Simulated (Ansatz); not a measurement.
# Pb: which structure is lowest?

Computed with Ansatz, DFT, PBEsol, plane waves (420 eV) with PAW, scalar-relativistic. The PAW files were generated under PBE, with cores re-solved for the functional.

Each structure is relaxed within its own symmetry, so a high-lying one may be dynamically unstable.

```json
{"structure": "dhcp", "ΔE (meV/atom)": "-2", "V (Å³/atom)": "29.91", "cell": "a = 3.491 Å, c = 11.333 Å (c/a = 3.246)", "magnetic state": "spin not included"}
{"structure": "fcc", "ΔE (meV/atom)": "0", "V (Å³/atom)": "29.90", "cell": "a = 4.927 Å", "magnetic state": "spin not included"}
{"structure": "hcp", "ΔE (meV/atom)": "12", "V (Å³/atom)": "29.83", "cell": "a = 3.476 Å, c = 5.701 Å (c/a = 1.640)", "magnetic state": "spin not included"}
{"structure": "bcc", "ΔE (meV/atom)": "38", "V (Å³/atom)": "29.92", "cell": "a = 3.911 Å", "magnetic state": "spin not included"}
{"structure": "omega (AlB2-type)", "ΔE (meV/atom)": "49", "V (Å³/atom)": "30.17", "cell": "a = 5.562 Å, c = 3.379 Å (c/a = 0.607)", "magnetic state": "spin not included"}
{"structure": "A15", "ΔE (meV/atom)": "70", "V (Å³/atom)": "30.90", "cell": "a = 6.276 Å", "magnetic state": "spin not included"}
{"structure": "simple cubic", "ΔE (meV/atom)": "196", "V (Å³/atom)": "32.18", "cell": "a = 3.181 Å", "magnetic state": "spin not included"}
{"structure": "diamond", "ΔE (meV/atom)": "324", "V (Å³/atom)": "41.29", "cell": "a = 6.913 Å", "magnetic state": "spin not included"}
```

ΔE counts from fcc.

Differences under about 8 meV lie within the error of the k-point mesh.
